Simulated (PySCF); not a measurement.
# BPH4 (SMILES BP) at CISD/STO-3G

Aim: the vertical singlet–triplet gap of BPH4 at CISD/STO-3G, from 2 runs. Input form: a Python script.

The results are computed with PySCF 2.14.0.

4 further runs of the same task are left out: 4 set aside as unsound or not needed.

## 1. The structure to begin with

The species is BPH4 (6 atoms), meant as a singlet with charge 0. As SMILES, `BP`. The coordinates come from a GFN2-xTB relaxation.

Bond lengths: B1–P2 1.841 Å, B1–H3 1.169 Å, B1–H4 1.169 Å, P2–H5 1.378 Å, P2–H6 1.378 Å. Angles: B1–P2–H5 103.7°, B1–P2–H6 103.7°, P2–B1–H3 119.5°, P2–B1–H4 119.5°, H5–P2–H6 96.8°, H3–B1–H4 120.3°.

## 2. The energy at CISD/STO-3G

input.xyz reads:

```xyz
6
BH4P
B      0.002660    -0.867960     0.118880
P      0.378740     0.928770     0.259630
H     -0.777460    -1.351190     0.842930
H      0.659230    -1.540870    -0.575930
H      0.599110     1.319050    -1.043720
H     -0.862270     1.512200     0.398210
```

calc.py reads:

```python
from pyscf import gto, ci

mol = gto.M(
    atom='input.xyz',
    charge=0,
    basis='sto-3g',
    max_memory=1860,
    verbose=3,
)

mf = mol.RHF()
mf.conv_tol = 1e-10
mf.kernel()
if not mf.converged:
    mf = mf.newton().run(mf.mo_coeff, mf.mo_occ)

cisd = ci.CISD(mf, frozen=6)
cisd.kernel()
etot = cisd.e_tot
print('Final energy', etot)
```

On the command line:

```console
OMP_NUM_THREADS=1 python calc.py
```

Log:

```text
converged SCF energy = -363.587313889388
E(RCISD) = -363.6831893137547  E_corr = -0.09587542436634849
Final energy -363.6831893137547
```

It took 1.1 s on 1 thread of Arm Neoverse N1, shared host; peak memory 0.12 GiB.

## 3. The triplet, same level

job.py reads:

```python
from pyscf import gto, scf, ci

molecule = gto.Mole()
molecule.atom = '''
B        0.002660      -0.867960       0.118880
P        0.378740       0.928770       0.259630
H       -0.777460      -1.351190       0.842930
H        0.659230      -1.540870      -0.575930
H        0.599110       1.319050      -1.043720
H       -0.862270       1.512200       0.398210
'''
molecule.basis = 'sto-3g'
molecule.charge = 0
molecule.spin = 2
molecule.max_memory = 1860
molecule.verbose = 3
molecule.build()

mf = scf.UHF(molecule)
mf.conv_tol = 1e-10
mf.kernel()
if not mf.converged:
    mf = mf.newton().run(mf.mo_coeff, mf.mo_occ)

cisd = ci.CISD(mf, frozen=6)
cisd.kernel()
e_final = cisd.e_tot
print('Final energy', e_final)
```

On the command line:

```console
OMP_NUM_THREADS=1 python job.py
```

Log:

```text
WARN: HOMO 0.115340137641072 >= LUMO -0.211465542011155

converged SCF energy = -363.429443744635  <S^2> = 2.013668  2S+1 = 3.0090982
E(UCISD) = -363.514124657947  E_corr = -0.08468091331208821
Final energy -363.514124657947
```

It took 1.1 s on 1 thread of Arm Neoverse N1, shared host; peak memory 0.1 GiB.

## 4. What came out

At CISD/STO-3G, 6 core orbitals frozen:

```
                                                           quantity          value
                                              singlet: total energy  -363.68319 Eh
                      singlet: dipole moment (Hartree–Fock density)         0.71 D
                       singlet: HOMO energy (Hartree–Fock orbitals)       -7.50 eV
                       singlet: LUMO energy (Hartree–Fock orbitals)        6.63 eV
                     singlet: HOMO–LUMO gap (Hartree–Fock orbitals)       14.13 eV
               singlet: correlation energy (6 core orbitals frozen)      -95.9 mEh
                                              triplet: total energy  -363.51412 Eh
                      triplet: dipole moment (Hartree–Fock density)         5.59 D
triplet: HOMO energy (Hartree–Fock orbitals) (highest over α and β)       -3.69 eV
 triplet: LUMO energy (Hartree–Fock orbitals) (lowest over α and β)        1.82 eV
               triplet: correlation energy (6 core orbitals frozen)      -84.7 mEh
                         triplet: ⟨S²⟩ of the reference determinant          2.014
                   vertical energy of the triplet above the singlet       4.600 eV
```

In words: At this shape the triplet lies 4.60 eV (444 kJ/mol) above the singlet. In a minimal basis such a difference can be off by several eV, whatever the method. Mulliken charges (singlet) of the mean-field density run from -0.10 on H5 to +0.28 on P2; they depend strongly on the basis.
